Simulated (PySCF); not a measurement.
Molecule: `[PH3+][BH2-]C`, CH8BP.

Cartesian coordinates in Å; atom numbers follow the order of the lines, from 1:
```xyz
11

C    -1.334    0.578    0.033
B    -0.381   -0.697    0.390
P     1.368   -0.163   -0.227
H    -2.360    0.389    0.340
H    -1.018    1.492    0.538
H    -1.362    0.794   -1.037
H    -0.240   -0.902    1.558
H    -0.626   -1.690   -0.226
H     1.527    0.172   -1.562
H     1.934    0.993    0.287
H     2.497   -0.962   -0.120
```

Frames of a GFN2-xTB Langevin trajectory at 400 K; GIAO PBE0/pcSseg-1 shieldings in PySCF 2.14, gas phase, non-relativistic; equivalent atoms averaged within each frame.

Shifts are taken against calculated references (same method and geometry level): $^{13}$C (186.93 ppm), $^{1}$H (31.72 ppm) vs TMS; $^{11}$B (100.07 ppm) against BF3·OEt2; H3PO4 for $^{31}$P (318.38 ppm). The references are static minima.

How do the shifts (ppm) fluctuate along the trajectory?

## Answers


```
         time (fs)    C1     B2      P3  H9/H10/H11  H7/H8  H4/H5/H6
               250  -9.8  -44.5  -216.0        2.58   1.67     -0.54
               425  -6.5  -39.6  -195.2        3.61   2.62      0.24
               625  -6.8  -40.6  -199.7        2.45   2.60      0.13
               800   6.3  -40.9  -171.1        3.52   1.80      0.65
              1000   8.4  -33.8  -190.1        3.08   1.76      1.03
    mean of frames  -1.7  -39.9  -194.4        3.05   2.09      0.30
standard deviation   8.4    3.9    16.2        0.52   0.48      0.59
```

5 frames give an uncertainty of the mean of about the standard deviation over 2.2 at best, since frames this close in time may not be independent; classical motion lacks zero-point vibration, and the reference would need the same averaging.
